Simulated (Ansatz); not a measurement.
in.yaml

```yaml
crystal:
  periodic: [false, false, false]
  atoms:
    - {symbol: B, position_ang: [0.000000, 0.000000, 3.236077]}
    - {symbol: Al, position_ang: [0.000000, 0.000000, -0.213720]}
    - {symbol: H, position_ang: [0.000000, 0.000000, -3.022357]}
basis:
  gaussian: {orbitals: 6-31G}
magnetization: {spin_polarized: false, initial_magnetization: 3}
correlation: {method: ccsdtq, electrons: outside_noble_gas}
```

```sh
$ ansatz run in.yaml --threads 1 --pin off --events-out ev --progress --plain --max-ram 2393MiB
```

The program prints:

```
498 factors; integrals over basis functions are off by at most 1.1e-7 eV
mean field evaluation 1: about -7258.6177 eV, gradient 8.9e0 eV
mean field evaluation 2: about -7258.6188 eV, gradient 8.9e0 eV
mean field evaluation 4: about -7260.4570 eV, gradient 2.5e0 eV
mean field evaluation 8: about -7260.5660 eV, gradient 5.2e-1 eV
mean field evaluation 16: about -7261.9169 eV, gradient 8.2e-1 eV
mean field evaluation 32: about -7262.0500 eV, gradient 3.0e-2 eV
mean field evaluation 64: about -7260.6189 eV, gradient 3.8e-1 eV
mean field evaluation 96: about -7262.0496 eV, gradient 9.7e-2 eV
mean field evaluation 128: about -7261.9431 eV, gradient 1.6e-1 eV
mean field evaluation 160: about -7262.0497 eV, gradient 7.9e-2 eV
...
mean field -7262.04993332 eV, -266.8754126551 hartree, gradient 2.5e-6 eV, S^2 3.750000; 23 other end points of the search recorded, 0 dependent functions left out
...
determinant -7262.04993332 eV, -266.8754126551 hartree, with singles and doubles -7264.13730670 eV, -266.9521222122 hartree
determinant -7261.94319322 eV, -266.8714900288 hartree, with singles and doubles -7263.98804263 eV, -266.9466368587 hartree
determinant -7261.83507335 eV, -266.8675166969 hartree, with singles and doubles -7263.84932289 eV, -266.9415390024 hartree
determinant -7261.53269430 eV, -266.8564044718 hartree, with singles and doubles -7263.78367190 eV, -266.9391263728 hartree
determinant -7260.59708480 eV, -266.8220214570 hartree, with singles and doubles -7262.61328455 eV, -266.8961154312 hartree
determinant -7260.56679738 eV, -266.8209084146 hartree, with singles and doubles -7263.73875288 eV, -266.9374756294 hartree
determinant -7259.94419530 eV, -266.7980282104 hartree, with singles and doubles -7262.20282187 eV, -266.8810312060 hartree
determinant -7259.77189888 eV, -266.7916964339 hartree, with singles and doubles -7261.93925867 eV, -266.8713454368 hartree
determinant -7262.04993332 eV, -266.8754126551 hartree, with singles and doubles -7264.13887982 eV, -266.9521800233 hartree
determinant -7261.94319322 eV, -266.8714900288 hartree, with singles and doubles -7263.99266604 eV, -266.9468067661 hartree
determinant -7261.83507335 eV, -266.8675166969 hartree, with singles and doubles -7263.84895973 eV, -266.9415256565 hartree
determinant -7261.53269430 eV, -266.8564044718 hartree, with singles and doubles -7263.89217949 eV, -266.9431139533 hartree
determinant -7260.56679738 eV, -266.8209084146 hartree, with singles and doubles -7263.80112917 eV, -266.9397679158 hartree
6 core orbitals not correlated: weight in the atoms' cores, before any rotation towards them, 1.000 or more for the frozen orbitals, at most 0.000 for the correlated occupied ones
reference -7262.04993332 eV, -266.8754126551 hartree; 5, 2 occupied and 13, 16 virtual orbitals, 498 factors
second order -1.15653832 eV of doubles, -0.00989371 eV of singles
...
cycle  22  -2.17037119 eV  change   -1.7e-5 eV  update   2.6e-5
cycle  23  -2.17037846 eV  change   -7.3e-6 eV  update   2.6e-5
cycle  24  -2.17038174 eV  change   -3.3e-6 eV  update   1.7e-5
cycle  25  -2.17038736 eV  change   -5.6e-6 eV  update   9.2e-6
cycle  26  -2.17038957 eV  change   -2.2e-6 eV  update   3.5e-6
cycle  27  -2.17039081 eV  change   -1.2e-6 eV  update   2.4e-6
cycle  28  -2.17039209 eV  change   -1.3e-6 eV  update   1.9e-6
cycle  29  -2.17039241 eV  change   -3.2e-7 eV  update   1.4e-6
cycle  30  -2.17039238 eV  change    2.5e-8 eV  update   8.9e-7
cycle  31  -2.17039216 eV  change    2.2e-7 eV  update   5.1e-7
Total energy: -7264.22032548 eV, -266.9551730960 hartree
```

The T1 diagnostic is 0.073.

For the same geometry and basis full CI lies 0.0 meV lower.

Ran on 1 thread of INTEL XEON PLATINUM 8581C, shared host: 15 s wall, 0.18 GiB peak host memory.
